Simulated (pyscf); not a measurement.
Structures and frequencies: ωB97X-D3(BJ)/def2-SVP in PySCF.

**Question.** How much does it cost (ΔH, 298 K, ωB97M-D3(BJ)/def2-TZVP) to split F–SiH₂–Si(F)(F)–F at its F–Si bond into F–SiH₂–Si•(F)–F + F•?

**Answer.** F–Si to F–SiH₂–Si•(F)–F + F•: 6.82 eV. The 7 functionals that were run give +6.61 (PBE0-D3(BJ)) to +6.86 eV (M06-2X). F–SiH₂–Si•(F)–F lies 0.58 eV over its isomer F–Si(F)(F)–SiH₂•, and others may lie lower still (electronic energy, ωB97M-D3(BJ)). Left out: the spin-orbit lowering of F.
